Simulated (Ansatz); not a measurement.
# A ladder of methods for PH (SMILES [PH])

PH: 2 atoms, total charge 0, spin state triplet. As SMILES, `[PH]`. The coordinates come from a GFN2-xTB relaxation.

```tsv
atom	x (Å)	y (Å)	z (Å)
P	0.0000	0.0000	0.0000
H	0.0000	0.0000	1.3991
```

Each level gives the energy change with the P1–H2 bond stretched from 1.399 to 2.857 Å (eV). The values are calculated.

| level | kind | program | value (eV) | less FCI/cc-pVDZ |
| --- | --- | --- | --- | --- |
| UHF/cc-pVDZ | Hartree–Fock | Ansatz | 2.07 | -0.53 |
| USVWN5/cc-pVDZ | LDA | Ansatz | 3.07 | +0.47 |
| UPBE/cc-pVDZ | GGA | Ansatz | 2.89 | +0.29 |
| U-r2SCAN/cc-pVDZ | meta-GGA | Ansatz | 2.86 | +0.26 |
| UB3LYP/cc-pVDZ | global hybrid | Ansatz | 2.95 | +0.35 |
| UCAM-B3LYP/cc-pVDZ | range-separated hybrid | Ansatz | 2.96 | +0.36 |
| UCCSDT/cc-pVDZ | coupled cluster or CI | Ansatz | 2.60 | 0.00 |
| FCI/3-21G | exact in the basis | Ansatz | 2.02 | -0.58 |
| FCI/cc-pVDZ | exact in the basis | Ansatz | 2.60 | 0.00 |

FCI/cc-pVDZ is exact within its basis and frozen core, so for wave-function methods in that basis the difference is their error; functionals converge differently with the basis, so for them it is only a difference. The first shape isn't each level's own minimum. The values span 2.02 to 3.07 eV. Spin contamination of the reference (⟨S²⟩ at least 0.1 too high) touches UHF/cc-pVDZ, USVWN5/cc-pVDZ, UPBE/cc-pVDZ, U-r2SCAN/cc-pVDZ, UB3LYP/cc-pVDZ, UCAM-B3LYP/cc-pVDZ, UCCSDT/cc-pVDZ. High-level rows in very small sets aren't better than simpler rows in larger ones.
